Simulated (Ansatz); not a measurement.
**CH2ClF: interaction energy of a dimer with the counterpoise correction from a Python script**

Wanted for CH2ClF: the interaction energy of a dimer with the counterpoise correction. SMILES: FCCl.

All numbers are computed with Ansatz 0.2.0, driven from Python. Level of theory: r2SCAN/def2-SVP.

## (1) The structure

Bond lengths: F1–C2 1.308 Å, C2–Cl3 1.778 Å, C2–H4 1.140 Å, C2–H5 1.101 Å. Angles: F1–C2–Cl3 109.3°, F1–C2–H4 109.3°, F1–C2–H5 111.1°, Cl3–C2–H4 111.2°, Cl3–C2–H5 108.6°, H4–C2–H5 107.4°.

The script holds or builds the structure itself.

## (2) The code

Input file dimer_ch2clf.py:

```python
# -*- coding: utf-8 -*-
"""Binding of a CH2ClF dimer at a trial geometry."""

import ansatz as az

config = {
    "basis_set": "def2-SVP",
    "functional": "r2scan",
}

FIRST = [
    ("F", (-0.9636, 0.5266, 0.7387)),
    ("C", (0.0613, 0.0864, 0.0565)),
    ("Cl", (-0.466, -1.2328, -1.0119)),
    ("H", (0.8702, -0.2662, 0.7782)),
    ("H", (0.4981, 0.8859, -0.5615)),
]
SECOND = [
    ("F", (3.0967, -3.6845, 2.2326)),
    ("C", (2.7179, -2.7185, 1.437)),
    ("Cl", (3.2481, -1.1607, 2.109)),
    ("H", (1.5846, -2.7517, 1.3181)),
    ("H", (3.157, -2.8366, 0.4344)),
]

def energy(atoms, ghosts=()):
    molecule = az.Crystal.molecule()
    for symbol, xyz in atoms:
        molecule = molecule.atom(symbol, xyz)
    calc = (
        molecule.calculation()
        .basis(gaussian=config["basis_set"])
        .functional(config["functional"])
    )
    deck = calc.input()
    if ghosts:
        deck = deck.set(az.key.basis.gaussian.ghost_atoms, [{"symbol": s, "position_ang": list(xyz)} for s, xyz in ghosts])
    return az.Session.from_dict(deck).plan().execute().report["free_energy_ev"]

# ghost atoms carry the functions of the partner
both = energy(FIRST + SECOND)
alone = energy(FIRST) + energy(SECOND)
ghosted = energy(FIRST, SECOND) + energy(SECOND, FIRST)
print(f"dimer {both:.6f} eV")
print(f"interaction, uncorrected   {23.060548 * (both - alone):8.3f} kcal/mol")
print(f"interaction, counterpoise  {23.060548 * (both - ghosted):8.3f} kcal/mol")
print(f"basis-set superposition    {23.060548 * (alone - ghosted):8.3f} kcal/mol")
```

## (3) Launch

Started as:

```bash
$ python dimer_ch2clf.py
```

**Question.** How large is the interaction at this pose, and how much of it is basis-set superposition?

As calculated:

| quantity | value |
| --- | --- |
| interaction energy, uncorrected | -2.519 kcal/mol |
| interaction energy, counterpoise | -1.062 kcal/mol |
| runs compared | 5 |

The counterpoise correction takes away 58 % of the apparent binding. Uncorrected it is -2.519 kcal/mol, with the counterpoise correction -1.062 kcal/mol; the difference, 1.457 kcal/mol, is the superposition error. Caveats:
- The dimer is a generated trial pose of unrelaxed monomers, not a minimum, so the figure is no binding energy, and the basis set is small.
- This level lacks the dispersion part of the attraction (electrostatics and induction are there), which can decide the sign where the interaction is weak.
